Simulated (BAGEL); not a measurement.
**One shape, several levels: C3H4S (2-propyne-1-thiol)**

Aim: a comparison of 4 runs (B3LYP/6-31G*, B3LYP/cc-pVDZ, PBE0/cc-pVDZ, RI-MP2/cc-pVDZ) of C3H4S (2-propyne-1-thiol). 

The results are computed with BAGEL 1.2.2.

3 further runs of the same task are left out: 1 that didn't finish, 2 set aside as unsound or not needed.

### Step 1. The structure to begin with

C3H4S has 8 atoms, charge 0, and is taken as a singlet. SMILES: `C#CCS`. The coordinates come from a PBE0-D4/def2-TZVP relaxation. This is one conformer, not always the lowest.

Bond lengths: C1–C2 1.199 Å, C2–C3 1.446 Å, C3–S4 1.827 Å, C1–H5 1.064 Å, C3–H6 1.092 Å, C3–H7 1.092 Å, S4–H8 1.343 Å. Angles: C1–C2–C3 179.2°, C2–C3–S4 109.4°, C2–C1–H5 179.7°, C2–C3–H6 109.9°, C2–C3–H7 109.9°, S4–C3–H6 109.4°, S4–C3–H7 109.4°, C3–S4–H8 95.6°, H6–C3–H7 108.7°.

### Step 2. The energy at B3LYP/6-31G(d) (density fitting with qzvpp-jkfit, spherical functions) (run 1)

Input file calc.json:

```json
{ "bagel" : [

{
  "title" : "molecule",
  "basis" : "6-31gs.json",
  "df_basis" : "qzvpp-jkfit",
  "angstrom" : "true",
  "geometry" : [
    { "atom" : "C", "xyz" : [   -0.859900,    1.547100,   -1.104700 ] },
    { "atom" : "C", "xyz" : [   -0.247200,    0.762300,   -0.436200 ] },
    { "atom" : "C", "xyz" : [    0.478700,   -0.197400,    0.365700 ] },
    { "atom" : "S", "xyz" : [   -0.393800,   -1.802400,    0.327200 ] },
    { "atom" : "H", "xyz" : [   -1.400000,    2.247300,   -1.696800 ] },
    { "atom" : "H", "xyz" : [    0.546200,    0.154500,    1.397100 ] },
    { "atom" : "H", "xyz" : [    1.488900,   -0.323700,   -0.028600 ] },
    { "atom" : "H", "xyz" : [    0.479300,   -2.444900,    1.120400 ] }
  ]
},
{
  "title" : "ks",
  "xc_func" : "b3lyp"
},
{
  "title" : "print",
  "file" : "orbitals.molden",
  "orbitals" : "true"
}

]}
```

The basis set 6-31G* is read from a file made from the Basis Set Exchange's data (not shown).

Launch:

```
BAGEL_NUM_THREADS=1 BAGEL calc.json > calc.out
```

Log:

```text
* using 1 threads per process

  ===============================================================
  ===============================================================

  *** Geometry ***

  { "atom" : "C", "xyz" : [     -1.624975,      2.923595,     -2.087580 ] },
  { "atom" : "C", "xyz" : [     -0.467140,      1.440538,     -0.824299 ] },
  { "atom" : "C", "xyz" : [      0.904612,     -0.373032,      0.691073 ] },
  { "atom" : "S", "xyz" : [     -0.744174,     -3.406042,      0.618318 ] },
  { "atom" : "H", "xyz" : [     -2.645617,      4.246782,     -3.206487 ] },
  { "atom" : "H", "xyz" : [      1.032168,      0.291963,      2.640136 ] },
  { "atom" : "H", "xyz" : [      2.813613,     -0.611704,     -0.054046 ] },
  { "atom" : "H", "xyz" : [      0.905746,     -4.620191,      2.117249 ] },

  Number of auxiliary basis functions:      425

  Since a DF basis is specified, we compute 2- and 3-index integrals:
    o Being stored without compression. Storage requirement is 0.016 GB

  Number of basis functions:       68
  Number of electrons      :       38

    * METHOD: MOLECULE                             0.18

  *** Kohn-Sham DFT ***

    * Removing 13628 points whose weight is below 1.00e-10
    * Grid points: 105620

  === Nuclear Repulsion ===
   131.9928014816

       - DIIS with orbital gradients will be used.

  === KS iteration (b3lyp / 6-31gs.json) ===
      0       -479.34147947          0.18363908           0.32
      1       -459.75651338          0.23335618           0.27
      2       -476.12366275          0.15846486           0.26
      3       -491.20481721          0.13889394           0.26
      4       -512.16554438          0.06166138           0.27
      5       -512.10845162          0.06180196           0.27
      6       -514.77549302          0.01091767           0.27
      7       -514.74634681          0.01314023           0.27
      8       -514.81278299          0.00551693           0.27
      9       -514.82347489          0.00160097           0.27
     10       -514.82450453          0.00077742           0.26
     11       -514.82474099          0.00029208           0.26
     12       -514.82476854          0.00004888           0.26
     13       -514.82476924          0.00002283           0.27
     14       -514.82476927          0.00002747           0.27
     15       -514.82476946          0.00000432           0.29
     16       -514.82476947          0.00000048           0.28
     17       -514.82476947          0.00000029           0.26
     18       -514.82476947          0.00000004           0.26
     19       -514.82476947          0.00000002           0.27
     20       -514.82476947          0.00000000           0.26
    * SCF iteration converged.

    * Permanent dipole moment:
           (   -0.540468,    -0.249722,    -0.273664) a.u.

    * METHOD: KS                                   6.19

    * METHOD: PRINT                                0.01

  ===============================================================
```

Wall time 6.6 s (1 thread of Arm Neoverse V1, shared host); peak memory 0.35 GiB.

### Step 3. A single-point energy at B3LYP/cc-pVDZ (density fitting with qzvpp-jkfit) (run 2)

calc.json: that of step 2 with these lines changed.

```diff
@@ -4,5 +4,5 @@
   "title" : "molecule",
-  "basis" : "6-31gs.json",
+  "basis" : "cc-pvdz.json",
   "df_basis" : "qzvpp-jkfit",
-  "angstrom" : "true",
+  "angstrom" : true,
   "geometry" : [
@@ -18,11 +18,4 @@
 },
-{
-  "title" : "ks",
-  "xc_func" : "b3lyp"
-},
-{
-  "title" : "print",
-  "file" : "orbitals.molden",
-  "orbitals" : "true"
-}
+{ "title" : "ks", "xc_func" : "b3lyp" },
+{ "title" : "print", "file" : "orbitals.molden", "orbitals" : true }
```

The basis set cc-pVDZ is read from a file made from the Basis Set Exchange's data (not shown).

Launch:

```
BAGEL_NUM_THREADS=1 BAGEL calc.json > calc.out
```

Log:

```text
* using 1 threads per process

  ===============================================================
  ===============================================================

  *** Geometry ***

  { "atom" : "C", "xyz" : [     -1.624975,      2.923595,     -2.087580 ] },
  { "atom" : "C", "xyz" : [     -0.467140,      1.440538,     -0.824299 ] },
  { "atom" : "C", "xyz" : [      0.904612,     -0.373032,      0.691073 ] },
  { "atom" : "S", "xyz" : [     -0.744174,     -3.406042,      0.618318 ] },
  { "atom" : "H", "xyz" : [     -2.645617,      4.246782,     -3.206487 ] },
  { "atom" : "H", "xyz" : [      1.032168,      0.291963,      2.640136 ] },
  { "atom" : "H", "xyz" : [      2.813613,     -0.611704,     -0.054046 ] },
  { "atom" : "H", "xyz" : [      0.905746,     -4.620191,      2.117249 ] },

  Number of auxiliary basis functions:      425

  Since a DF basis is specified, we compute 2- and 3-index integrals:
    o Being stored without compression. Storage requirement is 0.022 GB

  Number of basis functions:       80
  Number of electrons      :       38

    * METHOD: MOLECULE                             0.19

  *** Kohn-Sham DFT ***

    * Removing 13628 points whose weight is below 1.00e-10
    * Grid points: 105620

  === Nuclear Repulsion ===
   131.9928014816

       - DIIS with orbital gradients will be used.

  === KS iteration (b3lyp / cc-pvdz.json) ===
      0       -490.39519564          0.09976351           0.33
      1       -446.84649038          0.19461244           0.33
      2       -479.02584913          0.11219164           0.31
      3       -477.34139908          0.16989713           0.31
      4       -507.46691319          0.10029187           0.31
      5       -501.91771798          0.11218142           0.31
[... 17 lines of this table left out ...]
     23       -514.85849439          0.00000003           0.32
     24       -514.85849439          0.00000000           0.33
    * SCF iteration converged.

    * Permanent dipole moment:
           (   -0.492624,    -0.174283,    -0.267315) a.u.

    * METHOD: KS                                   8.65

    * METHOD: PRINT                                0.02

  ===============================================================
```

Run time: 9 s. Hardware: 1 thread of Arm Neoverse V1, shared host; peak memory 0.4 GiB.

### Step 4. A single-point energy at PBE0/cc-pVDZ (density fitting with qzvpp-jkfit) (run 3)

Input file dft.json:

```json
{ "bagel": [

{
  "title": "molecule",
  "basis": "cc-pvdz.json",
  "df_basis": "qzvpp-jkfit",
  "angstrom": true,
  "geometry": [
    { "atom": "C", "xyz": [   -0.859900,    1.547100,   -1.104700 ] },
    { "atom": "C", "xyz": [   -0.247200,    0.762300,   -0.436200 ] },
    { "atom": "C", "xyz": [    0.478700,   -0.197400,    0.365700 ] },
    { "atom": "S", "xyz": [   -0.393800,   -1.802400,    0.327200 ] },
    { "atom": "H", "xyz": [   -1.400000,    2.247300,   -1.696800 ] },
    { "atom": "H", "xyz": [    0.546200,    0.154500,    1.397100 ] },
    { "atom": "H", "xyz": [    1.488900,   -0.323700,   -0.028600 ] },
    { "atom": "H", "xyz": [    0.479300,   -2.444900,    1.120400 ] }
  ]
},
{
  "title": "ks",
  "xc_func": "pbe0"
},
{
  "title": "print",
  "file": "orbitals.molden",
  "orbitals": true
}

]}
```

The basis set cc-pVDZ is read from a file made from the Basis Set Exchange's data (not shown).

Launch:

```
BAGEL_NUM_THREADS=1 BAGEL dft.json > dft.out
```

Log:

```text
* using 1 threads per process

  ===============================================================
  ===============================================================

  *** Geometry ***

  { "atom" : "C", "xyz" : [     -1.624975,      2.923595,     -2.087580 ] },
  { "atom" : "C", "xyz" : [     -0.467140,      1.440538,     -0.824299 ] },
  { "atom" : "C", "xyz" : [      0.904612,     -0.373032,      0.691073 ] },
  { "atom" : "S", "xyz" : [     -0.744174,     -3.406042,      0.618318 ] },
  { "atom" : "H", "xyz" : [     -2.645617,      4.246782,     -3.206487 ] },
  { "atom" : "H", "xyz" : [      1.032168,      0.291963,      2.640136 ] },
  { "atom" : "H", "xyz" : [      2.813613,     -0.611704,     -0.054046 ] },
  { "atom" : "H", "xyz" : [      0.905746,     -4.620191,      2.117249 ] },

  Number of auxiliary basis functions:      425

  Since a DF basis is specified, we compute 2- and 3-index integrals:
    o Being stored without compression. Storage requirement is 0.022 GB

  Number of basis functions:       80
  Number of electrons      :       38

    * METHOD: MOLECULE                             0.18

  *** Kohn-Sham DFT ***

    * Removing 13628 points whose weight is below 1.00e-10
    * Grid points: 105620

  === Nuclear Repulsion ===
   131.9928014816

       - DIIS with orbital gradients will be used.

  === KS iteration (pbe0 / cc-pvdz.json) ===
      0       -490.10440284          0.09938525           0.31
      1       -446.75997269          0.19411236           0.30
      2       -479.13764662          0.11306494           0.29
      3       -478.08477364          0.16683849           0.33
      4       -508.20235379          0.09707904           0.31
      5       -502.41733807          0.11158947           0.30
[... 16 lines of this table left out ...]
     22       -514.55687332          0.00000002           0.30
     23       -514.55687332          0.00000001           0.32
    * SCF iteration converged.

    * Permanent dipole moment:
           (   -0.516376,    -0.178845,    -0.281506) a.u.

    * METHOD: KS                                   8.02

    * METHOD: PRINT                                0.02

  ===============================================================
```

Wall time 8.4 s (1 thread of Arm Neoverse V1, shared host); peak memory 0.4 GiB.

### Step 5. A single-point energy at RI-MP2/cc-pVDZ (density fitting with qzvpp-jkfit) (run 4)

Input file input.json:

```json
{ "bagel": [

{
  "title": "molecule",
  "basis": "cc-pvdz.json",
  "df_basis": "qzvpp-jkfit",
  "angstrom": true,
  "geometry": [
    { "atom": "C", "xyz": [      -0.859900,       1.547100,      -1.104700 ] },
    { "atom": "C", "xyz": [      -0.247200,       0.762300,      -0.436200 ] },
    { "atom": "C", "xyz": [       0.478700,      -0.197400,       0.365700 ] },
    { "atom": "S", "xyz": [      -0.393800,      -1.802400,       0.327200 ] },
    { "atom": "H", "xyz": [      -1.400000,       2.247300,      -1.696800 ] },
    { "atom": "H", "xyz": [       0.546200,       0.154500,       1.397100 ] },
    { "atom": "H", "xyz": [       1.488900,      -0.323700,      -0.028600 ] },
    { "atom": "H", "xyz": [       0.479300,      -2.444900,       1.120400 ] }
  ]
},

{ "title": "hf" },

{ "title": "mp2", "ncore": 8 }

]}
```

The basis set cc-pVDZ is read from a file made from the Basis Set Exchange's data (not shown).

Launch:

```
BAGEL_NUM_THREADS=1 BAGEL input.json > input.out
```

Log:

```text
* using 1 threads per process

  ===============================================================
  ===============================================================

  *** Geometry ***

  { "atom" : "C", "xyz" : [     -1.624975,      2.923595,     -2.087580 ] },
  { "atom" : "C", "xyz" : [     -0.467140,      1.440538,     -0.824299 ] },
  { "atom" : "C", "xyz" : [      0.904612,     -0.373032,      0.691073 ] },
  { "atom" : "S", "xyz" : [     -0.744174,     -3.406042,      0.618318 ] },
  { "atom" : "H", "xyz" : [     -2.645617,      4.246782,     -3.206487 ] },
  { "atom" : "H", "xyz" : [      1.032168,      0.291963,      2.640136 ] },
  { "atom" : "H", "xyz" : [      2.813613,     -0.611704,     -0.054046 ] },
  { "atom" : "H", "xyz" : [      0.905746,     -4.620191,      2.117249 ] },

  Number of auxiliary basis functions:      425

  Since a DF basis is specified, we compute 2- and 3-index integrals:
    o Being stored without compression. Storage requirement is 0.022 GB

  Number of basis functions:       80
  Number of electrons      :       38

    * METHOD: MOLECULE                             0.19

  *** RHF ***

  === Nuclear Repulsion ===
   131.9928014816

      * DIIS with orbital gradients will be used.

  === RHF iteration (cc-pvdz.json) ===
      0       -513.29981499          0.01192330           0.05
      1       -513.38702931          0.00428808           0.05
      2       -513.39571050          0.00128609           0.05
      3       -513.39675231          0.00046129           0.04
      4       -513.39683438          0.00008569           0.05
      5       -513.39684055          0.00001971           0.05
      6       -513.39684095          0.00000420           0.05
      7       -513.39684097          0.00000179           0.04
      8       -513.39684097          0.00000088           0.04
      9       -513.39684098          0.00000045           0.04
     10       -513.39684098          0.00000018           0.05
     11       -513.39684098          0.00000009           0.05
     12       -513.39684098          0.00000002           0.04
     13       -513.39684098          0.00000001           0.04
    * SCF iteration converged.

    * Permanent dipole moment:
           (   -0.525307,    -0.201324,    -0.279872) a.u.

    * METHOD: HF                                   0.77

  *** RHF ***

  === Nuclear Repulsion ===
   131.9928014816

      * DIIS with orbital gradients will be used.

  === RHF iteration (cc-pvdz.json) ===
      0       -513.39684098          0.00000000           0.04
    * SCF iteration converged.

    * Permanent dipole moment:
           (   -0.525307,    -0.201324,    -0.279872) a.u.

  === DF-MP2 calculation ===

    * freezing 8 orbitals
    * 3-index integral transformation done
    * assembly done

      MP2 correlation energy:   -0.5238482587      0.03

      MP2 total energy:       -513.9206892347

    * METHOD: MP2                                  0.13

  ===============================================================
```

Wall time 1.2 s (1 thread of Arm Neoverse V1, shared host); peak memory 0.1 GiB.

### Step 6. The series

| run | level | frozen core orbitals | energy (Eh) | dipole moment (D) | HOMO energy (eV) | LUMO energy (eV) | wall time |
| --- | --- | --- | --- | --- | --- | --- | --- |
| 1 | B3LYP/6-31G* (density fitting with qzvpp-jkfit, spherical functions) | – | -514.824769 | 1.67 | -6.61 | 0.38 | 6.6 s |
| 2 | B3LYP/cc-pVDZ (density fitting with qzvpp-jkfit) | – | -514.858494 | 1.49 | -6.59 | 0.32 | 9 s |
| 3 | PBE0/cc-pVDZ (density fitting with qzvpp-jkfit) | – | -514.556873 | 1.56 | -6.88 | 0.51 | 8.4 s |
| 4 | RI-MP2/cc-pVDZ (density fitting with qzvpp-jkfit) | 8 | -513.920689 | – | – | – | 1.2 s |

### Step 7. Summary of results

| quantity | value |
| --- | --- |
| run 4: total energy | -513.92069 Eh |
| run 4: correlation energy (8 core orbitals frozen) | -523.8 mEh |

What this shows: Over runs 1, 2, 3 the dipole moment (its size) runs from 1.49 D (B3LYP/cc-pVDZ) to 1.67 D (B3LYP/6-31G*). Over runs 1, 2, 3 the HOMO–LUMO gap runs from 6.91 eV (B3LYP/cc-pVDZ) to 7.39 eV (PBE0/cc-pVDZ). Totals of different functionals can't be ranked against each other. All runs together took 25 s, the longest 9 s.
